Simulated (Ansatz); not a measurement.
Reaction (SMILES): [SiH3] (SiH3) → 3 H atom + Si atom
B3LYP-D3(BJ)/def2-TZVP geometries, fixed; electronic energies without zero-point terms.
Largest species:
```
Si
H 1 1.4828
H 1 1.4828 2 111.02
H 1 1.4828 2 111.02 3 124.02
```
Charge 0, spin multiplicity 2.

Core correlation in the atomisation energy at MP2 with Ansatz (a program for electronic structure), in kcal/mol: frozen core against 1s of Al to Cl frozen alone. Core-valence sets carry the plain set on hydrogen. Open shells are unrestricted.

```json
[
 {"basis": "cc-pV(D+d)Z", "functions, most": "38", "frozen core": "207.70", "1s of Al to Cl frozen alone": "207.33", "core term (second minus first)": "-0.37"},
 {"basis": "cc-pCVDZ", "functions, most": "42", "frozen core": "205.27", "1s of Al to Cl frozen alone": "204.75", "core term (second minus first)": "-0.51"},
 {"basis": "cc-pV(T+d)Z", "functions, most": "81", "frozen core": "217.65", "1s of Al to Cl frozen alone": "218.77", "core term (second minus first)": "1.12"},
 {"basis": "cc-pCVTZ", "functions, most": "101", "frozen core": "217.47", "1s of Al to Cl frozen alone": "216.31", "core term (second minus first)": "-1.17"},
 {"basis": "cc-pwCVTZ", "functions, most": "101", "frozen core": "218.04", "1s of Al to Cl frozen alone": "216.71", "core term (second minus first)": "-1.33"},
 {"basis": "cc-pV(Q+d)Z", "functions, most": "154", "frozen core": "221.15", "1s of Al to Cl frozen alone": "222.65", "core term (second minus first)": "1.50"},
 {"basis": "cc-pCVQZ", "functions, most": "199", "frozen core": "221.20", "1s of Al to Cl frozen alone": "219.96", "core term (second minus first)": "-1.24"},
 {"basis": "cc-pwCVQZ", "functions, most": "199", "frozen core": "221.25", "1s of Al to Cl frozen alone": "220.00", "core term (second minus first)": "-1.24"}
]
```

The largest core-valence set, cc-pwCVQZ, gives a core term of -1.24 kcal/mol; the valence set cc-pV(Q+d)Z, which lacks functions for the core, gives 1.50.
